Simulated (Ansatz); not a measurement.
# Molecular dynamics of H₇NSi₂

Input:

```yaml
crystal:
  periodic: [false, false, false]
  atoms:
    - { symbol: Si, position_ang: [-0.462582, 0.180638, -0.677544] }
    - { symbol: H, position_ang: [-0.611844, -1.631162, -0.654311] }
    - { symbol: "N", position_ang: [0.427242, 0.158114, -2.056812] }
    - { symbol: H, position_ang: [-0.050304, -1.28641, -1.371143] }
    - { symbol: H, position_ang: [-1.936472, 0.413435, -0.831308] }
    - { symbol: Si, position_ang: [0.187869, 0.41032, 1.56303] }
    - { symbol: H, position_ang: [1.433565, 0.332352, -2.104652] }
    - { symbol: H, position_ang: [0.399675, 1.866214, 1.854508] }
    - { symbol: H, position_ang: [1.475699, -0.319763, 1.78852] }
    - { symbol: H, position_ang: [-0.863046, -0.123739, 2.489812] }
basis:
  gaussian: { orbitals: def2-mTZVP }
hamiltonian:
  xc: lda
md:
  timestep: 0.5
  n_steps: 200
  ensemble: nve
  temperature: 100.0
  initial_velocities: maxwell_boltzmann
  seed: 4302
```

Run as:

```bash
$ ansatz run input.yaml --threads 2 --pin off --max-ram 3072MiB --backend cpu --events-out ev --progress --plain --runs-dir out
```

It starts at the highest image of a converged band. Of that band: Neighbouring images differ by up to 1.5 eV, so the band resolves the path poorly. A vibrational analysis at the climbing image gives one clearly imaginary mode, 1446i cm⁻¹: a first-order saddle point.

Output, in part (one step line in 7, the closing report, with atoms numbered from 0):

```
md step     0: t =     0.00 fs  T =   100.0 K  F+E_penalty+E_count = -17279.58657985 eV  E_kin = 0.103408 eV  conserved = -17279.48317185 eV  (28 SCF iters)
md step     7: t =     3.50 fs  T =    80.5 K  F+E_penalty+E_count = -17279.56628198 eV  E_kin = 0.083251 eV  conserved = -17279.48303145 eV  (26 SCF iters)
md step    14: t =     7.00 fs  T =    92.9 K  F+E_penalty+E_count = -17279.57890751 eV  E_kin = 0.096088 eV  conserved = -17279.48281995 eV  (27 SCF iters)
md step    21: t =    10.50 fs  T =   373.3 K  F+E_penalty+E_count = -17279.86729171 eV  E_kin = 0.386030 eV  conserved = -17279.48126155 eV  (27 SCF iters)
md step    28: t =    14.00 fs  T =  1963.4 K  F+E_penalty+E_count = -17281.52317801 eV  E_kin = 2.030299 eV  conserved = -17279.49287907 eV  (27 SCF iters)
md step    35: t =    17.50 fs  T =  2643.8 K  F+E_penalty+E_count = -17282.23622255 eV  E_kin = 2.733869 eV  conserved = -17279.50235312 eV  (27 SCF iters)
md step    42: t =    21.00 fs  T =  1493.8 K  F+E_penalty+E_count = -17281.02712059 eV  E_kin = 1.544660 eV  conserved = -17279.48246105 eV  (28 SCF iters)
md step    49: t =    24.50 fs  T =  1860.7 K  F+E_penalty+E_count = -17281.40680618 eV  E_kin = 1.924163 eV  conserved = -17279.48264284 eV  (26 SCF iters)
md step    56: t =    28.00 fs  T =  1348.6 K  F+E_penalty+E_count = -17280.84692957 eV  E_kin = 1.394534 eV  conserved = -17279.45239576 eV  (26 SCF iters)
md step    63: t =    31.50 fs  T =  1601.8 K  F+E_penalty+E_count = -17281.13871590 eV  E_kin = 1.656425 eV  conserved = -17279.48229113 eV  (26 SCF iters)
md step    70: t =    35.00 fs  T =  1238.1 K  F+E_penalty+E_count = -17280.76153253 eV  E_kin = 1.280287 eV  conserved = -17279.48124530 eV  (27 SCF iters)
md step    77: t =    38.50 fs  T =  2409.1 K  F+E_penalty+E_count = -17281.99587935 eV  E_kin = 2.491228 eV  conserved = -17279.50465110 eV  (27 SCF iters)
md step    84: t =    42.00 fs  T =  2024.1 K  F+E_penalty+E_count = -17281.58695423 eV  E_kin = 2.093105 eV  conserved = -17279.49384895 eV  (26 SCF iters)
md step    91: t =    45.50 fs  T =   779.1 K  F+E_penalty+E_count = -17280.28741453 eV  E_kin = 0.805690 eV  conserved = -17279.48172477 eV  (27 SCF iters)
md step    98: t =    49.00 fs  T =  1370.7 K  F+E_penalty+E_count = -17280.89993765 eV  E_kin = 1.417463 eV  conserved = -17279.48247486 eV  (27 SCF iters)
md step   105: t =    52.50 fs  T =  1843.6 K  F+E_penalty+E_count = -17281.37377732 eV  E_kin = 1.906392 eV  conserved = -17279.46738522 eV  (27 SCF iters)
md step   112: t =    56.00 fs  T =  1649.9 K  F+E_penalty+E_count = -17281.18840132 eV  E_kin = 1.706145 eV  conserved = -17279.48225627 eV  (27 SCF iters)
md step   119: t =    59.50 fs  T =  1159.5 K  F+E_penalty+E_count = -17280.67954933 eV  E_kin = 1.199000 eV  conserved = -17279.48054922 eV  (28 SCF iters)
md step   126: t =    63.00 fs  T =  2600.0 K  F+E_penalty+E_count = -17282.20944015 eV  E_kin = 2.688645 eV  conserved = -17279.52079564 eV  (26 SCF iters)
md step   133: t =    66.50 fs  T =  2630.3 K  F+E_penalty+E_count = -17282.21360348 eV  E_kin = 2.719936 eV  conserved = -17279.49366715 eV  (26 SCF iters)
md step   140: t =    70.00 fs  T =  1178.2 K  F+E_penalty+E_count = -17280.69933098 eV  E_kin = 1.218369 eV  conserved = -17279.48096152 eV  (27 SCF iters)
md step   147: t =    73.50 fs  T =  2417.2 K  F+E_penalty+E_count = -17281.99701990 eV  E_kin = 2.499581 eV  conserved = -17279.49743906 eV  (27 SCF iters)
md step   154: t =    77.00 fs  T =  2021.4 K  F+E_penalty+E_count = -17281.59977317 eV  E_kin = 2.090259 eV  conserved = -17279.50951396 eV  (26 SCF iters)
md step   161: t =    80.50 fs  T =   752.8 K  F+E_penalty+E_count = -17280.25973702 eV  E_kin = 0.778417 eV  conserved = -17279.48131969 eV  (27 SCF iters)
md step   168: t =    84.00 fs  T =   991.6 K  F+E_penalty+E_count = -17280.50710865 eV  E_kin = 1.025358 eV  conserved = -17279.48175086 eV  (27 SCF iters)
md step   175: t =    87.50 fs  T =  1783.7 K  F+E_penalty+E_count = -17281.34758373 eV  E_kin = 1.844538 eV  conserved = -17279.50304531 eV  (27 SCF iters)
md step   182: t =    91.00 fs  T =  2461.4 K  F+E_penalty+E_count = -17282.03537592 eV  E_kin = 2.545283 eV  conserved = -17279.49009332 eV  (27 SCF iters)
md step   189: t =    94.50 fs  T =  1285.4 K  F+E_penalty+E_count = -17280.81114739 eV  E_kin = 1.329249 eV  conserved = -17279.48189874 eV  (26 SCF iters)
md step   196: t =    98.00 fs  T =  2555.8 K  F+E_penalty+E_count = -17282.13909887 eV  E_kin = 2.642857 eV  conserved = -17279.49624188 eV  (26 SCF iters)
md step   200: t =   100.00 fs  T =  1324.5 K  F+E_penalty+E_count = -17280.82929007 eV  E_kin = 1.369670 eV  conserved = -17279.45962005 eV  (27 SCF iters)
Total energy: -17280.82932895 eV, -635.0587644720 hartree
Atom 0 at    -0.700149    -0.031218    -0.626651 Å, force    -1.643041     0.990043    -0.088802 eV/Å
Atom 1 at    -0.839977    -1.408112    -0.923558 Å, force    -0.692907    -1.842692     0.294993 eV/Å
Atom 2 at     0.566972     0.267876    -1.626187 Å, force    -3.357672     6.425712    10.494114 eV/Å
Atom 3 at     0.930472    -0.029129    -2.307962 Å, force     5.293060    -7.299148   -13.360648 eV/Å
Atom 4 at    -1.922842     0.655725    -1.197330 Å, force    -0.187428     0.030553     0.587932 eV/Å
Atom 5 at     0.306129     0.489601     1.349799 Å, force    -0.298661    -0.836117     1.352927 eV/Å
Atom 6 at     1.281803     0.933803    -1.464006 Å, force     0.574207     1.889066     1.468680 eV/Å
Atom 7 at     1.509344     1.352426     1.140529 Å, force    -0.011154     0.034528    -0.048232 eV/Å
Atom 8 at     0.684703    -0.898759     1.822292 Å, force     0.438333     0.113458    -0.308370 eV/Å
Atom 9 at    -0.413770     0.813554     2.640658 Å, force    -0.114736     0.494598    -0.392593 eV/Å
Dipole moment:     0.221435     0.110700    -0.131811 e Å
```

The run went to its last step. The conserved energy stayed within 3.8 meV per atom of its start (net change 2.4 meV per atom), so there is no drift, though single steps change it by up to 47 meV in the whole system, a sign of fast motions only just resolved. The kinetic energy rose, since the run started high on the potential surface and went downhill. A run of 0.1 ps of so small a system gives no equilibrium averages. The orbitals stay closed-shell, which can raise the energy where a bond breaks towards radicals; this wasn't checked here.

Between its relaxed ends the band would form H2–H4 and break Si1–H2, N3–H4. These pairs go: H2–H4 0.97 → 2.64 Å, Si1–H2 1.82 → 1.42 Å, N3–H4 1.67 → 0.83 Å. In the last frame they stand as before the step (other bonds may differ from the relaxed reactants and products). These pairs come and go: their bonding changes 16 times, last at 98 of 100 fs, so the outcome isn't settled. Also parted: Si1–H4 1.67 → 2.34 Å. It ends as one piece, H7NSi2. Pairs count as bonded within 1.25 times the sum of covalent radii (0.12 Å more for H–H).

Last frame:

```xyz
10
Properties=species:S:1:pos:R:3
Si -0.700 -0.031 -0.627
H -0.840 -1.408 -0.924
N 0.567 0.268 -1.626
H 0.930 -0.029 -2.308
H -1.923 0.656 -1.197
Si 0.306 0.490 1.350
H 1.282 0.934 -1.464
H 1.509 1.352 1.141
H 0.685 -0.899 1.822
H -0.414 0.814 2.641
```

Run time: 120 s on 2 threads of Intel(R) Xeon(R) 6975P-C (Granite Rapids), with other jobs on the host, peak memory 0.17 GiB.
